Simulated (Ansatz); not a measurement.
# LiMgH (triplet): from Hartree-Fock to the top rungs at scale of all distances = 1.497, cc-pVTZ

Aim: climb from Hartree-Fock through coupled cluster for LiMgH (triplet) at one geometry and basis, and see what each rung misses.

Computed with Ansatz 0.2.0, Gaussian basis. Level: cc-pVTZ, core rule «outside noble gas», up to 6 orbitals frozen.

To be run: UHF; CCSD(T) on ROHF; CCSD(T) on UHF; BCCD(T) on ROHF; CCSDT(Q) on ROHF; CCSDT(Q) on UHF; Full CI.

28 further runs of the same task are left out: 16 for a known fault of the program, 10 that didn't finish, 2 set aside as unsound or not needed. Runs told in other sessions of the task aren't counted.

## (1) The geometry

The geometry derives from a PBE0/def2-TZVP stationary point (not a proven minimum). All distances are scaled together.

3 atoms, charge 0, spin multiplicity 3.

Atoms are counted from 1 here; the program's logs count them from 0.

No contacts short enough for the rule that draws bonds.

## (2) UHF

in.yaml

```yaml
crystal:
  periodic: [false, false, false]
  atoms:
    - {symbol: Li, position_ang: [0.000000, -0.205534, 3.271898]}
    - {symbol: Mg, position_ang: [0.000000, -0.005242, -0.985862]}
    - {symbol: H, position_ang: [0.000000, 1.541770, 1.241283]}
basis:
  gaussian: {orbitals: cc-pVTZ}
magnetization: {spin_polarized: true, initial_magnetization: 2}
hamiltonian: {xc: hf}
output: {orbitals: {seedname: orbitals}}
```

On the command line:

```bash
$ ansatz run in.yaml --threads 1 --pin off --events-out ev --progress --plain --max-ram 2393MiB
```

The runs that follow: CCSD(T) on ROHF; CCSD(T) on UHF; BCCD(T) on ROHF; CCSDT(Q) on ROHF; CCSDT(Q) on UHF; Full CI.

**Question.** What will the summary of the whole plan be? Wanted: FCI from the RHF energy; RMP2 from FCI; UMP2 from FCI; RCCSD from FCI; RCCSD(T) from FCI; UCCSD(T) from FCI; RCCSDT(Q) from FCI; UCCSDT(Q) from FCI; T1 diagnostic.

As calculated:

```
                         quantity                                                              value
          FCI from the ROHF energy                                                         -1.5550 eV
                    RMP2 from FCI                                                    +11.32 kcal/mol
                    UMP2 from FCI                                                    +12.61 kcal/mol
                   RCCSD from FCI                                                     +1.54 kcal/mol
                RCCSD(T) from FCI                                                     +0.50 kcal/mol
                UCCSD(T) from FCI                                                     +0.50 kcal/mol
               RCCSDT(Q) from FCI                                                      0.00 kcal/mol
               UCCSDT(Q) from FCI                                                     -0.01 kcal/mol
levels within 1 kcal/mol (43 meV)  RCCSD(T), UCCSD(T), BCCD(T), RCCSDT, UCCSDT, RCCSDT(Q), UCCSDT(Q)
                    T1 diagnostic                                                              0.072
   effectively unpaired electrons                                                               2.09
```

RCCSD(T) lands +0.50 kcal/mol from the yardstick (1.4 % of the correlation energy). The occupations are near whole numbers, but T1 = 0.072 shows that the orbitals relax strongly. Coupled cluster took another determinant than the lowest Hartree-Fock one. These misses are within one basis, not against nature; the frozen cores of restricted and unrestricted runs differ, which can shift their rows.

Levels on UHF freeze UHF's core orbitals, full CI those of ROHF, so the U rows can settle a little off it for that reason alone.
